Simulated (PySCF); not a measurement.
Isomers of C4H10OS, one GFN2-xTB conformer each. Single-point energies are computed at PBE0/pcSseg-1 (PySCF, gas phase, no added dispersion term), electronic only.

Question: Rank them by PBE0/pcSseg-1 energy, lowest first (kJ/mol).
A. `[CH3:1][CH:2]([CH3:3])[S@:4]([CH3:5])=[O:6]` with C1–C2–S4–C5 -77°
B. `[CH3:1][CH2:2][S:3](=[O:4])[CH2:5][CH3:6]` with C1–C2–S3–O4 -67°, C2–S3–C5–C6 175° (diethyl sulfoxide)

Answer: A (0.0), B (0.2).

Neighbours under 10 kJ/mol apart (CC(C)[S@](C)=O and CCS(=O)CC) can change places with a better method, another conformer or zero-point energy. GFN2-xTB itself gives, in the same order: 0.0, 5.7. Both levels put the same isomer lowest.

Question: Which frontier levels, dipoles and rotational constants go with these structures?

Answer: 
```csv
SMILES,"HOMO (eV, PBE0/pcSseg-1)",LUMO (eV),dipole (D),"A, B, C (MHz)"
CC(C)[S@](C)=O,-6.49,0.82,3.77,"3929, 2462, 1714"
CCS(=O)CC,-6.52,0.78,3.59,"6352, 1694, 1465"
```

Question: As an exercise, what shares would exp(−E/RT) give at 1000 K from these electronic energies alone (no entropy, no degeneracies)?

Answer: RT = 8.314 kJ/mol: CC(C)[S@](C)=O 50.5 %, CCS(=O)CC 49.5 %.
